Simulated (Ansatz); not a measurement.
2H WSe2, treated with PBEsol (Ansatz, a program for electronic structure, plane waves, PAW).

Rigid layers of the crystal as relaxed at this level are moved apart or together:

```
run   k mesh  layer repeat (Å)  energy against free layers (meV/Å²)  gap on the mesh (eV)
---  -------  ----------------  -----------------------------------  --------------------
1    12×12×4              6.18                                -0.05                 0.692
2    12×12×4              6.33                                -3.00                 0.820
3    12×12×4              6.48                                -4.25                 0.942
4    12×12×4              6.68                                -4.46                 1.093
5    12×12×4              6.98                                -3.52                 1.284
6    12×12×4              7.48                                -1.72                 1.416
7    12×12×2              8.48                                -0.34                 1.580
8    12×12×2             10.48                                -0.02                 1.668
```

The lowest energy of these points lies at a layer repeat of 6.68 Å.

Spin–orbit coupling is not included.

Note: the cell comes from a level without a dispersion term, which matters for the spacing of layers, chains or molecules.
